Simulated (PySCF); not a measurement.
# CF₃⁺, singlet: structure and spectrum

These are results of PBE0 in PySCF with C def2-TZVP, F def2-TZVP; no relativity; density-fitted integrals, not measurements.

The structure is a minimum.

```json
{
  "Point group": "D3h",
  "Bond lengths": "C–F 1.230 Å (×3)",
  "Bond angles": "F–C–F 120.0° (×3)",
  "Lowest empty level": "-10.38 eV",
  "Enthalpy at 298.15 K above 0 K": "11.05 kJ/mol",
  "Highest occupied level": "-21.82 eV",
  "Rotational constants": "0.3912, 0.3912, 0.1956 cm⁻¹",
  "Heat capacity Cp at 298.15 K": "46.2 J/(mol K)",
  "Principal polarisabilities": "8.2, 14.2, 14.2 bohr³",
  "Entropy at 298.15 K and 1 bar": "250.1 J/(mol K)",
  "Zero-point energy": "38.8 kJ/mol",
  "Principal quadrupole moments (Buckingham, traceless) about the centre of mass": "-0.48, 0.24, 0.24 D Å",
  "Dipole moment about the centre of mass": "0.00 D",
  "Rotational symmetry number": "6"
}
```

Harmonic modes (masses in u: C 12.000, F 18.998):
| symmetry | ω (cm⁻¹) | IR (km/mol, summed over degenerate members) |
| --- | --- | --- |
| e' | 595 | 24.4 |
| a2'' | 811 | 63.6 |
| a1' | 1072 | 0.0 |
| e' | 1708 | 888 |

In D3h the vibrations span 2e' + a2'' + a1'. The a1' mode carries no infrared intensity, as symmetry demands.

Charges (e):
```
  atom  Mulliken  Löwdin  polar tensor  Mayer order to C1
    C1      0.70   -0.51          1.86                  –
F2,3,4      0.10    0.50         -0.29               1.46
```

Mulliken populations on C1: s 2.91, p 1.94, d 0.40, f 0.05.

Counting electrons, carbon keeps none of its valence electrons outside its bonds, so the VSEPR class is AX3 and the expected shape is trigonal planar (D3h), as computed.

Other isomers or separated fragments may lie lower.

The final relaxation and frequency run took of the order of 30 core-seconds on a shared host.
